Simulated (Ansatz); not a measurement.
## Down a group: atomization energies of Ge–C–OH, Ge–Si–OH

Ansatz 0.2.0, basis cc-pVDZ; geometries are PBE0/def2-TZVP minima. Wave-function levels freeze the cores with the filled d shells of p-block atoms; HF, MP2 and coupled cluster are restricted for singlets and unrestricted otherwise, atoms included, restricted open-shell where a d shell is frozen. The reference is CCSDT(Q) (coupled cluster only where its series has nearly closed). An error is the level's value less the reference. None of these values is a measured one. Energies are electronic, without zero-point terms. No spin–orbit coupling and no scalar relativity. The set is small: it underbinds, by tens of kJ/mol for each bond, so near ties and functionals' places can change in larger sets. The species are chosen: bound, without strong static correlation by their natural occupations or amplitudes, in their lowest spin state as far as vertical gaps and like structures tell, and with a ladder that closes on the reference, so errors are smaller than for species at large; levels whose determinant breaks symmetry or spin markedly are left out.

```csv
species,bonds (Å),quantity,symmetry of the states,reference,value (kJ/mol),error CCSD,error CCSD(T),error CCSDT
"Ge–C–OH, doublet","C–Ge 1.774, C–O 1.290, O–H 0.971, angles at C 176°, angles at O 112°",atomization,A,CCSDT(Q),1159.8,-41.4,-5.2,-4.5
"Ge–Si–OH, doublet","Si–Ge 2.195, O–Si 1.635, O–H 0.962, angles at Si 176°, angles at O 118°",atomization,A,CCSDT(Q),974.8,-37.8,-5.5,-4.1
```

The reference falls from C to Si, by 185.0 kJ/mol in all.
